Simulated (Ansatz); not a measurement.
# MgH2O2 (SMILES [OH][Mg][OH]): a rigid scan of the bond length O1–Mg2

Aim: the energy along the bond length O1–Mg2, from CCSD(T) and from cheaper methods, relative to the minimum. No other atom is relaxed.

Program: Ansatz 0.2.0, Gaussian basis. Level of theory: single points in def2-TZVPP. These are calculated values, not measurements.

Levels: PBE-D4, r2SCAN-D4, PBE0-D4, B3LYP-D4, wB97M-V, Hartree-Fock, MP2, CCSD, CCSD(T). The scan takes 1.519, 1.571, 1.647, 1.736, 1.835, 1.941, 2.054, 2.172, 2.296 Å.

Correlated methods freeze the cores. The outer core shell of Li, Na, Mg and K is correlated. B3LYP uses VWN-RPA correlation.

18 further runs of the same task are left out: 18 set aside as unsound or not needed.

## Step 1: Starting geometry

SMILES `[OH][Mg][OH]`, 5 atoms, charge 0, spin multiplicity 1.

Atoms are counted from 1 here; the program's logs count them from 0.

Bond lengths: O1–Mg2 1.950 Å, O1–H4 0.974 Å, Mg2–O3 1.970 Å, O3–H5 1.010 Å. Angles: Mg2–O1–H4 103.2°, O1–Mg2–O3 178.9°, Mg2–O3–H5 105.8°.

As a file:

```xyz
5

O    -1.6641   -0.1492   -1.0468
Mg    0.0026   -0.1566   -0.0348
O     1.6924   -0.2016    0.9769
H    -2.3302    0.0872   -0.3772
H     2.3492    0.3465    0.4405
```

## Step 2: A first relaxation in a small basis

File pre/in.yaml:

```yaml
crystal:
  periodic: [false, false, false]
  atoms:
    - {symbol: O, position_ang: [-1.664100, -0.149200, -1.046800]}
    - {symbol: Mg, position_ang: [0.002600, -0.156600, -0.034800]}
    - {symbol: O, position_ang: [1.692400, -0.201600, 0.976900]}
    - {symbol: H, position_ang: [-2.330200, 0.087200, -0.377200]}
    - {symbol: H, position_ang: [2.349200, 0.346500, 0.440500]}
basis:
  gaussian: {orbitals: def2-SVP}
hamiltonian: {xc: pbe, dispersion: d4}
relax: {f_tol: 0.03, max_steps: 250}
```

The command line of these runs was not kept.

The runs that follow: Finding the minimum; The minimum at every level; O1–Mg2 = 1.519 Å; O1–Mg2 = 1.571 Å; O1–Mg2 = 1.647 Å; O1–Mg2 = 1.736 Å; O1–Mg2 = 1.835 Å; O1–Mg2 = 1.941 Å; O1–Mg2 = 2.054 Å; O1–Mg2 = 2.172 Å; O1–Mg2 = 2.296 Å.

Q: Predict the outcome of this session. Wanted: highest point, CCSD(T); lowest point, CCSD(T); minimum along the scan, CCSD(T); RMS deviation from CCSD(T); largest T1 diagnostic.

As calculated:

| quantity | value |
| --- | --- |
| highest point, CCSD(T) | 142.2 kJ/mol at 2.296 Å |
| lowest point, CCSD(T) | 0.0 kJ/mol at 1.766 Å |
| minimum along the scan, CCSD(T) | 1.768 Å |
| curvature there | 22.4 eV/Å² |
| RMS deviation from CCSD(T) | PBE-D4 6.0, r2SCAN-D4 0.6, PBE0-D4 1.3, B3LYP-D4 1.1, wB97M-V 1.0, Hartree-Fock 5.7, MP2 1.6, CCSD 1.5 kJ/mol |
| largest T1 diagnostic | 0.014 |

In words: A polynomial through the near points puts the CCSD(T) minimum 0.002 Å above the PBE0-D4 value. The well is lopsided: squeezing costs more than stretching by the same length. Curvature against CCSD(T): PBE-D4 -5 %, Hartree-Fock +7 %. r2SCAN-D4 follows the CCSD(T) curve best and PBE-D4 worst.
